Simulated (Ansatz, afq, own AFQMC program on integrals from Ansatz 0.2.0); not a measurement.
## Ge$_{2}$, triplet → Ge₂⁺, quartet

```xyz
2

Ge    0.0000    0.0000    0.0000
Ge    0.0000    0.0000    2.3831
```

E(quartet, charge +1) − E(triplet, charge +0) at this geometry, on UHF and UHF determinants.

Basis cc-pVTZ. Only valence electrons are correlated. Ansatz 0.2.0 and our own AFQMC program on the same integrals; the CISD trial comes from CCSD amplitudes, and released means the phaseless constraint is let go. ± is one standard error of the sampling. No spin–orbit coupling. The errors of all members are added in quadrature.

No full CI on the walks' own integrals is used here; CCSDT(Q) serves as the reference and is uncertain by about the last step of the cluster series. Each member takes its own surest rung, up to full CI.

Errors are counted within cc-pVTZ, not against nature.

Cautions: inner d shell frozen; no relativity below Rb; no spin-orbit coupling; Ge₂ (triplet): the released energies have errors that jump between times, so the bars are unsure, so no released level is given (meV from the phaseless value at times in 1/Eh: 4 ± 5 at 0.24, 47 ± 53 at 0.51, -16 ± 4 at 0.99, -21 ± 3 at 1.62, -20 ± 5 at 2.40), the ph-AFQMC/CISD walk drifts between its halves (2.6 errors), its ph-AFQMC/CISD value lies 32 ± 5 meV above CCSDT(Q); Ge₂⁺ (quartet): lower spins were not checked, the released energies have errors that jump between times, so the bars are unsure, so no released level is given (meV from the phaseless value at times in 1/Eh: 6 ± 16 at 0.24, -14.7 ± 1.7 at 0.51, -22.4 ± 1.4 at 0.99, -17 ± 11 at 1.62, -31.6 ± 2.2 at 2.40), its ph-AFQMC/CISD value lies 41 ± 3 meV above CCSDT(Q); this needn't be the first ionization.

```
level  vertical ionization energy (eV)
   HF                            6.774
 CCSD                            7.447
```

Task: From these cheaper values, estimate the vertical ionization energy at the reference level in cc-pVTZ.

Result: 7.475 eV (CCSDT(Q) in cc-pVTZ).

```csv
level,vertical ionization energy (eV),error against CCSDT(Q) (eV)
MP2,7.380,-0.095
CCSD(T),7.474,-0.001
CCSDT,7.473,-0.003
ph-AFQMC/CISD,7.484 ± 0.005,0.009 ± 0.005
```

Correlation beyond CCSD(T) changes it by less than 2 meV. The perturbative (T) step is worth +0.027 eV.

A walk keeps the symmetry of its determinant, which the program's search chose and which needn't be the lowest solution, so a lower state of the same spin and another symmetry isn't excluded.
